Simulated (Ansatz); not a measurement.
**Mo, bcc: geometry optimisation**

These are results of DFT, BLYP, plane waves (420 eV) with PAW, scalar-relativistic (Ansatz), not measurements. (PAW data from PBE, frozen cores regenerated.)

k-point mesh 14×14×14, Fermi-Dirac smearing 0.1 eV, no spin polarisation. Cell and atoms relax.

Starting structure:

```yaml
crystal:
  lattice:
    - [-1.57365, 1.57365, 1.57365]
    - [1.57365, -1.57365, 1.57365]
    - [1.57365, 1.57365, -1.57365]
  atoms:
    - { symbol: Mo, position: [0.0, 0.0, 0.0] }
hamiltonian:
  xc: blyp
  pseudopotentials:
    kind: paw
    azcp:
      Mo: "pseudopotentials/Mo.paw.azcp"
basis:
  ecutwfc: 420
  fft_grid_basis: typed
kpoints:
  mp_grid: { grid: [14, 14, 14], shift: [0, 0, 0] }
magnetization:
  spin_polarized: false
scf:
  occupations: { method: fermi_dirac, width: 0.1 }
relax:
  max_steps: 60
  f_tol: 0.01
  cell: {}
```

What cell does the relaxation end in?

Im-3m with a = 3.203 Å; 16.43 Å³ per atom against 15.59 at the start (5.4 %).

How much energy does the relaxation gain?

34.8 meV per atom.

Path of the relaxation (the plane waves are chosen anew near the end, which can shift the energy a little):

| step | E − E(final) (meV/atom) | V (Å³/atom) | P (GPa) | max force (eV/Å) |
| --- | --- | --- | --- | --- |
| 0 | 34.84 | 15.588 | 13.79 | 0.000 |
| 1 | 0.95 | 16.567 | -1.83 | 0.000 |
| 2 | 0.17 | 16.434 | 0.01 | 0.000 |
| 3 | 0.00 | 16.434 | 0.01 | 0.000 |
